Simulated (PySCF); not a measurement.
Geometry (Å), atoms numbered from 1 in this order:
```xyz
17

C    -2.5507   -0.0761    0.1228
C    -1.2278    0.4819    0.6177
C    -0.0224   -0.2181    0.0126
C     1.3076    0.3335    0.4986
C     2.5046   -0.3693   -0.1173
H    -3.4005    0.4498    0.5638
H    -2.6326    0.0135   -0.9641
H    -2.6490   -1.1362    0.3729
H    -1.1720    1.5530    0.3909
H    -1.1795    0.4024    1.7099
H    -0.0745   -1.2908    0.2381
H    -0.0695   -0.1388   -1.0811
H     1.3547    1.4054    0.2748
H     1.3535    0.2518    1.5908
H     2.5002   -0.2714   -1.2066
H     3.4473    0.0432    0.2491
H     2.4963   -1.4378    0.1155
```

Geometry: PBE0-D3(BJ)/def2-TZVP; GIAO absolute shieldings from PySCF, gas phase, non-relativistic, averaged over equivalent atoms.

At KT3/pcSseg-2 (348 basis functions, 69 s wall time on 1 thread of an Arm Neoverse V1, shared host):
| atoms | σ (ppm) |
| --- | --- |
| C3 | 141.2 |
| C2/C4 | 152.3 |
| C1/C5 | 165.2 |
| H9/H10/H13/H14 | 30.25 |
| H11/H12 | 30.39 |
| H6/H7/H8/H15/H16/H17 | 30.63 |

Q: What do these become at wB97X-D/pcSseg-2?

A: 
```json
{"atoms": "C3", "σ at wB97X-D/pcSseg-2": "145.9", "change": "+4.7"}
{"atoms": "C2/C4", "σ at wB97X-D/pcSseg-2": "157.5", "change": "+5.2"}
{"atoms": "C1/C5", "σ at wB97X-D/pcSseg-2": "168.9", "change": "+3.7"}
{"atoms": "H9/H10/H13/H14", "σ at wB97X-D/pcSseg-2": "30.35", "change": "+0.10"}
{"atoms": "H11/H12", "σ at wB97X-D/pcSseg-2": "30.46", "change": "+0.07"}
{"atoms": "H6/H7/H8/H15/H16/H17", "σ at wB97X-D/pcSseg-2": "30.66", "change": "+0.03"}
```

The largest change is at C2/C4 (sp3 CH2). Cost: 348 basis functions, 63 s wall time on 1 thread of an Arm Neoverse V1, shared host. The order of the carbon signals is the same at both levels.
